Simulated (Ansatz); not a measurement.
Energy profile

The step: CH₂O ([CH2][O]) + SiH₃ → CH₅OSi ([CH2][O][SiH3]); bonds formed: O1–Si3 (atoms numbered as in the saddle structure below).

O1  (0.821, -0.507, 0.431)
C2  (0.388, -0.596, 1.568)
Si3  (-0.138, 0.627, -1.273)
H4  (1.071, -0.593, 2.430)
H5  (-0.693, -0.643, 1.768)
H6  (-0.332, 1.871, -2.094)
H7  (-1.456, 0.297, -0.664)
H8  (0.339, -0.456, -2.166)
(Å)

Electronic energies by CCSD(T) at an estimated basis limit (MP2 extrapolated from triple and quadruple zeta, plus CCSD(T) − MP2 in triple zeta), on PBE0-D4/def2-TZVP structures; CH5OSi, doublet; no counterpoise correction; spin–orbit coupling, which lowers free halogen atoms and radicals such as OH and SH, is left out. Program: Ansatz 0.2.0. Basis: def2-TZVPP and def2-QZVPP. Cores are frozen in the correlated methods; orbitals are unrestricted. Extrapolation: Hartree–Fock as exp(−7.88 √X), correlation as X^−2.97.

Question: Give the profile in eV, counted from the separated reactants. (Judge from chemistry; the value comes from the calculation.)

Answer: By the calculation:
```json
{"point": "separated: CH2O (linked as [CH2][O]; O1, C2, H4, H5; singlet) + SiH3 (Si3, H6, H7, H8; doublet)", "eV": "0.000"}
{"point": "start structure", "eV": "-0.080"}
{"point": "saddle", "eV": "0.207"}
{"point": "end structure", "eV": "-1.651"}
```

T1 diagnostic: at most 0.027. ⟨S²⟩ of the unrestricted Hartree–Fock references: 0.75 to 0.83 (a pure state has 0.75). The unrestricted reference is spin-contaminated, which hurts MP2 most.

Radical steps of this kind take place in plasma deposition and etching.

For scale, one of the runs: CCSD(T)/def2-TZVPP, 174 basis functions, launched by `ansatz run in.yaml --threads 4 --pin off --events-out ev --progress --plain --max-ram 9574MiB`. Hardware: 4 CPU threads of an Arm Neoverse V1, shared host. Wall time 57 s; peak host memory 3.8 GiB.
